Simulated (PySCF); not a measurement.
**NO₂: doublet, from a linear start**

The task is one start of a wider search on NO₂: the doublet, from a linear start. It is relaxed, tested by its Hessian and followed downhill if it is a saddle.

Program: PySCF 2.14.0. Level of theory: PBE0, basis N def2-TZVP, O def2-TZVP, no relativity, density fitting. These are calculated values, not measurements.

### 1 Where the work starts

3 atoms, charge 0, spin multiplicity 2.

Bond lengths: N1–O2 1.170 Å, N1–O3 1.170 Å. Angles: O2–N1–O3 180.0°.

```xyz
3
charge 0 multiplicity 2
N     0.0000    0.0000    0.0000
O     0.0000    0.0000    1.1700
O     0.0000    0.0000   -1.1700
```

### 2 Linear start, doublet: relaxation

One driver script runs all steps and calls PySCF; scf.py shows how it sets up the SCF of each step. The optimiser is the driver's own. Before each start the driver seeks the lowest SCF state from one or more starting densities and follows internal instabilities, so scf.py alone need not reach the same state.

The program finds D∞h symmetry in the start, which this walk keeps.

Input file scf.py:

```python
from pyscf import gto, scf, dft
mol = gto.M(atom='''
N      0.000000     0.000000     0.000000
O      0.000000     0.000000     1.170000
O      0.000000     0.000000    -1.170000''',
    basis={'N': 'def2-TZVP', 'O': 'def2-TZVP'},
    charge=0, spin=1)
mf = dft.UKS(mol, xc='PBE0')
mf.grids.atom_grid = (50, 194)
aux = {'N': 'def2-universal-JKFIT', 'O': 'def2-universal-JKFIT'}
mf = mf.density_fit(auxbasis=aux)
mf.kernel()
```

Further steps of the session: Is it a minimum? Harmonic modes; Downhill along the imaginary mode; Frequencies.

What does the calculation give? Wanted: minimum; geometry; wavenumbers; dipole moment; highest occupied, lowest empty level; polar-tensor charge of N1; zero-point energy; atomisation energy; ⟨S²⟩.

**Answer**, as computed:

| quantity | value |
| --- | --- |
| minimum | doublet, C2v |
| geometry | N–O 1.183 Å (×2); O–N–O 134.8° |
| wavenumbers (cm⁻¹) | 782 (a1), 1443 (a1), 1783 (b2) |
| dipole moment | 0.34 D |
| highest occupied, lowest empty level (either spin) | -8.22, -3.63 eV |
| polar-tensor charge of N1 | +0.83 e |
| zero-point energy | 24.0 kJ/mol |
| entropy at 298.15 K | 239.5 J/(mol K) |
| atomisation energy (no zero-point energy) | 978 kJ/mol |
| ⟨S²⟩ | 0.754 |

**Reading.** From D∞h at the start the molecule goes to a C2v minimum, after a stop at a saddle point 157.3 kJ/mol higher, from which it was pushed off along an imaginary mode. The strongest infrared band lies at 1783 cm⁻¹ (b2). Only this shape and spin were tried, so other structures or states may lie lower.
